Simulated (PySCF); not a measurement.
Species: TT, C₆H₄S₂.
Bonds: C1–C2 (aromatic), C2–C3 (aromatic), C3–S4 (aromatic), S4–C5 (aromatic), C5–C6 (aromatic), C6–C7 (aromatic), C7–S8 (aromatic), C1–S8 (aromatic), C3–C7 (aromatic). Hydrogens: H9 on C1; H10 on C2; H11 on C5; H12 on C6.

Theory: PBE0-D3(BJ)/def2-SVP geometry optimisation, gas phase in PySCF 2.14.0.

**Question.** Give the optimised bond lengths and angles.

**Answer.** 
```tsv
bond	length (Å)
C1–C2, C5–C6	1.369
C2–C3, C6–C7	1.423
C3–S4, C7–S8	1.728
C1–S8, S4–C5	1.732
C3–C7	1.395
C1–H9, C5–H11	1.089
C2–H10, C6–H12	1.090
```

Bonds in one row agree within 0.01 Å and their mean is given. A selection of angles:
```tsv
angle	degrees
C2–C1–S8	113.4
C1–C2–C3	110.8
C2–C3–S4	135.5
C2–C3–C7	113.8
S4–C3–C7	110.7
C3–S4–C5	91.2
```

S4 (thiophene-type sulfur) is bent (angle 91.2°). The 5-membered ring C1–C2–C3–C7–S8 has internal angles of 91.2° to 113.8°; it is planar, 0.00 Å rms from its mean plane, widest ring torsion 0°. The C–C distances run from 1.369 Å (C1–C2, aromatic) to 1.423 Å (C6–C7, aromatic), a spread of 0.054 Å. The 8 heavy atoms lie in one plane (0.000 Å rms). The 5-membered ring C3–S4–C5–C6–C7 has internal angles of 91.2° to 113.9° (sum 540°, against 540° for a flat polygon); it is planar, 0.00 Å rms from its mean plane, widest ring torsion 0°.

Point group: C2h (every atom within 0.08 Å of its image). PBE0-D3(BJ)/def2-SVP frequencies: not computed here.
